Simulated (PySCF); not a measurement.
hydrazine (H₄N₂), SMILES NN.

The structure is a stationary point at B3LYP-D3(BJ)/def2-TZVP.

The numbers are results of PySCF with PBE/def2-TZVPD, not measurements.

Symmetry labels are those of the subgroup C2 that the program uses (full group C2).

Task: List the valence orbital energies around the gap with their symmetry. (Estimate from the structure and the level; the computed values follow.)

Result: 
```tsv
orbital	symmetry	energy (eV)
HOMO−7	B	-380.71
HOMO−6	A	-23.67
HOMO−5	B	-18.55
HOMO−4	A	-12.41
HOMO−3	B	-12.01
HOMO−2	A	-11.20
HOMO−1	B	-5.81
HOMO	A	-5.71
LUMO	A	-0.35
LUMO+1	B	0.40
LUMO+2	A	1.48
LUMO+3	B	1.69
```
